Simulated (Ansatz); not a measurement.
**C2H2P− (SMILES C#C[PH-]): the energy, rung by rung**

C2H2P−: 5 atoms, total charge -1, spin state singlet. As SMILES, `C#C[PH-]`. The coordinates come from a GFN2-xTB relaxation.

```xyz
5

C    -1.1107   -0.6085   -0.0011
C     0.0255   -0.1991    0.0753
P     1.6912    0.2305    0.2714
H    -2.1126   -0.9174   -0.1007
H     1.5066    1.4946   -0.2449
```

Each level gives the energy change with the P3–H5 bond stretched from 1.378 to 2.067 Å (eV). The values are calculated.

```json
{"level": "SVWN5/STO-3G (restricted)", "kind": "LDA", "program": "Ansatz", "value (eV)": "2.04", "less FCI/STO-3G": "+0.04", "CPU time (all runs)": "1.5 s"}
{"level": "PBE/STO-3G (restricted)", "kind": "GGA", "program": "Ansatz", "value (eV)": "1.87", "less FCI/STO-3G": "-0.13", "CPU time (all runs)": "2.2 s"}
{"level": "r2SCAN/STO-3G (restricted)", "kind": "meta-GGA", "program": "Ansatz", "value (eV)": "2.04", "less FCI/STO-3G": "+0.04", "CPU time (all runs)": "5.2 s"}
{"level": "BHLYP/STO-3G (restricted)", "kind": "global hybrid", "program": "Ansatz", "value (eV)": "2.42", "less FCI/STO-3G": "+0.42", "CPU time (all runs)": "2.3 s"}
{"level": "HSE06/STO-3G (restricted)", "kind": "range-separated hybrid", "program": "Ansatz", "value (eV)": "2.20", "less FCI/STO-3G": "+0.20", "CPU time (all runs)": "2.7 s"}
{"level": "wB97M-V/STO-3G (restricted)", "kind": "range-separated hybrid", "program": "Ansatz", "value (eV)": "2.27", "less FCI/STO-3G": "+0.27", "CPU time (all runs)": "39 s"}
{"level": "B2PLYP/STO-3G (restricted)", "kind": "double hybrid", "program": "Ansatz", "value (eV)": "2.18", "less FCI/STO-3G": "+0.18", "CPU time (all runs)": "3.2 s"}
{"level": "MP2/STO-3G (restricted)", "kind": "perturbation theory", "program": "Ansatz", "value (eV)": "2.36", "less FCI/STO-3G": "+0.36", "CPU time (all runs)": "0.26 s"}
{"level": "CCSDT/STO-3G (restricted)", "kind": "coupled cluster or CI", "program": "Ansatz", "value (eV)": "2.01", "less FCI/STO-3G": "+0.01", "CPU time (all runs)": "0.88 s"}
{"level": "FCI/STO-3G", "kind": "exact in the basis", "program": "Ansatz", "value (eV)": "2.00", "less FCI/STO-3G": "0.00", "CPU time (all runs)": "2.1 min"}
```

FCI/STO-3G is exact within its basis and frozen core, so for wave-function methods in that basis the difference is their error; functionals converge differently with the basis, so for them it is only a difference. Sets without diffuse functions describe the anion poorly. The first shape isn't each level's own minimum. The values span 1.87 to 2.42 eV. All rows use very small basis sets, so even the best lies far from the true value. CPU times are rough (shared hosts, several kinds of processor): they show what a rung costs within a factor of a few.
